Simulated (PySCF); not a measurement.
# How close is B3LYP for butadiene radical anion?

The experiment to reproduce: a(1H mean of H5, H6, H9, H10) -7.62 G [1]; a(1H H7/H8) -2.79 G [1]. Sources and the comparison follow the method.

Species: butadiene radical anion, C4H6 (charge -1 and doublet state).
Structure used (PBE0-D3(BJ)/def2-SVP), in Å, numbered top down from 1:
```xyz
10
C4H6 angstrom
C      1.7805    0.2284   -0.7025
C      0.6821   -0.1598    0.0784
C     -0.6781    0.1615   -0.0871
C     -1.7770   -0.2262    0.6935
H      1.6575    0.8705   -1.5839
H      2.7971   -0.0973   -0.4598
H      0.9069   -0.8069    0.9443
H     -0.9027    0.8085   -0.9530
H     -2.7935    0.0991    0.4501
H     -1.6550   -0.8685    1.5748
```

The hyperfine couplings belong to this conformer and change with its torsions.

The species is butadiene radical anion (`C=CC=C`) [SMILES of the parent framework; charge -1 and doublet state].

Computed with UKS B3LYP, IGLO-III on C, pcH-1 on H, non-relativistic, mean-field spin-orbit, GIAO in PySCF. Whether the extra electron is bound in the gas phase wasn't checked; a finite basis holds it in any case. The geometry's basis has no diffuse functions, a weakness for an anion. The SCF solution wasn't tested for stability. No frequencies were computed at this geometry's level, so the symmetric structure isn't shown to be a minimum.

| nucleus | computed a_iso (MHz) | published | in MHz | difference of magnitudes (MHz) | source |
| --- | --- | --- | --- | --- | --- |
| 1H mean of H5, H6, H9, H10 | -26.7 | -7.62 G | -21.4 | +5.3 | [1] |
| 1H H7/H8 | -7.6 | -2.79 G | -7.8 | -0.2 | [1] |

Values published in field units are turned into MHz with the computed g_iso.

Sources: [1] measured, solution or matrix (EPR); Pople, Beveridge, Approximate Molecular Orbital Theory, McGraw-Hill 1970 (compilation of measured values).

In relative terms the largest miss is 1H mean of H5, H6, H9, H10, by 25 %. The measured numbers hold vibrational averaging and, outside the gas phase, effects of the matrix or solvent; the computed ones belong to one rigid, isolated geometry and carry the errors of functional and basis. An EPR spectrum gives magnitudes, so published signs often rest on theory.

Largest spin populations (Mulliken): C1 (+0.49), C4 (+0.49), C3 (+0.07) and C2 (+0.07).

The unrestricted determinant has ⟨S²⟩ = 0.7593 (exact 0.7500), so spin contamination is small.
